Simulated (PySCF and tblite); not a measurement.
1-fluorobutane, C4H9F, numbered as in [CH3:1][CH2:2][CH2:3][CH2:4][F:5].

The ensemble was built from 90 distance-geometry starts (ETKDG and KDG, MMFF94s, GFN2-xTB) and rests on PBE0-D3(BJ)/def2-SVP geometries. Free energies are PBE0-D3(BJ)/def2-TZVP (IEF-PCM, chloroform) single points with GFN2-xTB rigid-rotor and vibrational terms (modes under about 100 cm⁻¹ blended into free rotors). Symmetry numbers and mirror images are counted. Conformers within 3 kcal/mol (GFN2-xTB free energy) were kept, 8 at most. Couplings: B3LYP/pcJ-1 (gas phase; spin-dipole term only for pairs with B, N, F, Si or P). Couplings are for ¹³C, ¹⁹F, ¹H; a prime marks the second kind of pair between the same two sets of atoms. Codes: tblite and PySCF.

Torsions listed: C1–C2–C3–C4, C2–C3–C4–F5. Of a mirror pair one member is shown.

```json
{"conformer": "1", "shape": "178°, -60°", "weight %": "46.5"}
{"conformer": "2", "shape": "180°, 180°", "weight %": "21.3"}
{"conformer": "3", "shape": "-65°, -58°", "weight %": "17.3"}
{"conformer": "4", "shape": "-65°, -177°", "weight %": "10.6"}
{"conformer": "5", "shape": "-66°, 69°", "weight %": "4.4"}
```

Question: Give the couplings in each conformer and the averages at 298.15 K (pairs that fast motion interchanges averaged).

Answer: 
| coupling | pairs | 1 | 2 | 3 | 4 | average (Hz) |
| --- | --- | --- | --- | --- | --- | --- |
| ¹J(C1,C2) | 1 | 37.7 | 37.7 | 36.9 | 36.5 | 37.4 |
| ¹J(C1,H1) | 3 | 131.6 | 132.2 | 131.4 | 131.7 | 131.7 |
| ²J(C1,H2) | 2 | -3.5 | -3.8 | -3.4 | -3.5 | -3.5 |
| ³J(C1,H3) | 2 | 2.7 | 2.9 | 6.5 | 6.9 | 3.9 |
| ¹J(C2,C3) | 1 | 36.7 | 35.9 | 36.3 | 35.5 | 36.3 |
| ³J(C2,F5) | 1 | 3.3 | 10.6 | 4.1 | 11.6 | 6.0 |
| ²J(H1,C2) | 3 | -3.5 | -3.5 | -3.4 | -3.4 | -3.5 |
| ¹J(C2,H2) | 2 | 131.2 | 129.2 | 132.6 | 131.1 | 131.0 |
| ²J(C2,H3) | 2 | -3.3 | -4.1 | -3.1 | -3.8 | -3.5 |
| ³J(C2,H4) | 2 | 6.2 | 1.1 | 5.5 | 1.0 | 4.4 |
| ¹J(C3,C4) | 1 | 40.1 | 39.9 | 40.1 | 39.7 | 40.0 |
| ²J(C3,F5) | 1 | 19.8 | 16.9 | 20.3 | 16.7 | 18.9 |
| ³J(H1,C3) | 3 | 6.0 | 5.8 | 5.5 | 5.2 | 5.8 |
| ²J(H2,C3) | 2 | -3.7 | -3.5 | -3.7 | -3.4 | -3.6 |
| ¹J(C3,H3) | 2 | 129.3 | 132.2 | 129.8 | 132.5 | 130.4 |
| ²J(C3,H4) | 2 | -0.8 | -1.1 | -0.8 | -1.0 | -0.9 |
| ¹J(C4,F5) | 1 | -233.4 | -235.6 | -233.1 | -234.1 | -233.9 |
| ³J(H2,C4) | 2 | 2.4 | 2.9 | 5.9 | 8.4 | 3.8 |
| ²J(H3,C4) | 2 | -1.9 | -6.7 | -1.7 | -6.7 | -3.5 |
| ¹J(C4,H4) | 2 | 152.2 | 151.1 | 152.4 | 150.8 | 151.8 |
| ⁵J(H1,F5) | 3 | 0.5 | 0.9 | 0.3 | 0.3 | 0.6 |
| ³J(H3,F5) | 2 | 27.2 | 8.3 | 27.2 | 8.8 | 21.0 |
| ²J(H4,F5) | 2 | 54.7 | 54.0 | 54.7 | 54.0 | 54.5 |
| ²J(H1,H1) | 3 | -14.0 | -14.0 | -14.2 | -14.2 | -14.1 |
| ³J(H1,H2) | 6 | 8.3 | 8.2 | 8.4 | 8.5 | 8.3 |
| ²J(H2,H2) | 1 | -14.9 | -14.4 | -15.5 | -15.9 | -15.0 |
| ³J(H2,H3) | 2 | 4.2 | 4.2 | 9.9 | 10.3 | 5.9 |
| ³J(H2,H3′) | 2 | 14.9 | 15.4 | 3.2 | 3.2 | 11.6 |
| ²J(H3,H3) | 1 | -15.6 | -13.6 | -15.9 | -14.1 | -15.1 |
| ³J(H3,H4) | 2 | 8.1 | 5.6 | 8.3 | 5.6 | 7.3 |
| ³J(H3,H4′) | 2 | 3.3 | 13.9 | 3.8 | 14.2 | 7.0 |
| ²J(H4,H4) | 1 | -10.4 | -10.1 | -10.8 | -9.9 | -10.4 |

Only couplings over up to 5 bonds are listed; longer-range ones, if any, are left out.

Computed couplings to fluorine can be off by tens of per cent at such levels.
